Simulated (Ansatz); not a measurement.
C₄H₈N₂, SMILES `CNCC=C=N`, relaxed with RKS PBE0-D4/def2-TZVP in Ansatz 0.2.0 from a PBE-D4/def2-SVP geometry. The force threshold is 0.005 eV/Å; the program also tests the step.

Total charge 0; spin multiplicity 1.

Start:

```xyz
14

C     0.059   -1.343   -1.132
N     1.165   -0.424   -0.933
C     0.797    0.853   -0.333
C     0.251    0.800    1.094
C    -1.039    0.877    1.394
N    -2.222    1.125    1.661
H     0.431   -2.291   -1.570
H    -0.661   -0.906   -1.858
H    -0.522   -1.595   -0.207
H     1.900   -0.873   -0.372
H     0.049    1.342   -0.993
H     1.696    1.506   -0.339
H     0.959    0.616    1.920
H    -2.863    0.314    1.668
```

Q: By how much does the energy fall, and how many steps does the optimiser take? (An estimate is asked.)

A: Computed: 7.73 kJ/mol, in 14 steps, 2 of them rejected.

Q: Which bonds change most? (Estimate.)

A: The calculation gave: C1–H9 from 1.122 to 1.101 Å; C4–C5 from 1.327 to 1.306 Å; C4–H13 from 1.104 to 1.085 Å; C1–H8 from 1.112 to 1.094 Å.

Q: Give the relaxed structure. (An estimate is asked.)

A: Ansatz gave: 
```xyz
14

C     0.074   -1.345   -1.119
N     1.160   -0.407   -0.943
C     0.769    0.844   -0.325
C     0.234    0.749    1.088
C    -1.029    0.897    1.385
N    -2.188    1.169    1.654
H     0.457   -2.266   -1.564
H    -0.658   -0.923   -1.814
H    -0.456   -1.604   -0.190
H     1.909   -0.835   -0.413
H     0.015    1.314   -0.963
H     1.639    1.506   -0.327
H     0.917    0.513    1.897
H    -2.843    0.389    1.637
```
